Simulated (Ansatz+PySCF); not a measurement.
Results of a calculation; reference values are marked as such.
Input for Ansatz (development build ahead of 0.2.0):

```yaml
crystal:
  periodic: [false, false, false]
  atoms:
    - { symbol: C, position_ang: [0.02778, 0.5251, -0.31217] }
    - { symbol: H, position_ang: [-0.04656, 1.50531, 0.21058] }
    - { symbol: O, position_ang: [-0.01513, -0.57249, 0.26266] }
basis:
  gaussian: { orbitals: def2-SVP }
magnetization:
  initial_magnetization: 1
hamiltonian:
  xc: pbe0
output:
  forces: true
```

The input is written out in the form of the current development build from the run's settings.

Results

```
Converged                       : yes
Total energy                    : -113.62821 hartree
Spin squared of the determinant : 0.750
Stability test                  : minimum among restricted orbitals
```

Forces (eV/Å):
| atom | Fx | Fy | Fz |
| --- | --- | --- | --- |
| C1 | -0.169 | -5.203 | 2.407 |
| H2 | -0.023 | 0.281 | 0.161 |
| O3 | 0.191 | 4.923 | -2.568 |
